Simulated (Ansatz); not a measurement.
`CC1=NCO1` and `ClC1=NCO1` differ in one atom or group.

Ansatz, PBE0-D4/def2-TZVP geometries, multiplicity 1. 

```json
{"property": "size of the dipole moment (PBE/def2-TZVPP) / D", "`CC1=NCO1`": "1.17"}
{"property": "ideal-gas entropy at 298 K and 1 bar (rigid rotor, harmonic PBE0-D4/def2-TZVP) / J/(mol·K)", "`CC1=NCO1`": "295"}
{"property": "zero-point energy (PBE0-D4/def2-TZVP) / kJ/mol", "`CC1=NCO1`": "210.0"}
{"property": "HOMO energy (PBE/def2-TZVPP) / eV", "`CC1=NCO1`": "-6.38"}
{"property": "size of the dipole moment (B3LYP/def2-TZVPP) / D", "`CC1=NCO1`": "1.13"}
{"property": "size of the dipole moment (ωB97M-V/def2-TZVPP) / D", "`CC1=NCO1`": "1.15"}
```

What does the change do to each property? (Estimate.)

Computed: 
```
                                                                                  property  `ClC1=NCO1`  shift
                                            size of the dipole moment (PBE/def2-TZVPP) / D         1.48   0.31
ideal-gas entropy at 298 K and 1 bar (rigid rotor, harmonic PBE0-D4/def2-TZVP) / J/(mol·K)          290     -5
                                            zero-point energy (PBE0-D4/def2-TZVP) / kJ/mol        113.2  -96.8
                                                         HOMO energy (PBE/def2-TZVPP) / eV        -6.88  -0.50
                                          size of the dipole moment (B3LYP/def2-TZVPP) / D         1.45   0.32
                                        size of the dipole moment (ωB97M-V/def2-TZVPP) / D         1.42   0.27
```

With PBE0 the HOMO falls by 0.49 eV and the LUMO falls by 0.57 eV, so the gap narrows by about 0.08 eV. PBE moves the HOMO by -0.50 eV and ωB97M-V by -0.43 eV. The zero-point energy changes by -96.8 kJ/mol with -9 modes. Dipoles are sizes alone; their direction can turn.

B3LYP here is the variant with VWN-RPA as its local correlation; programs differ in this.
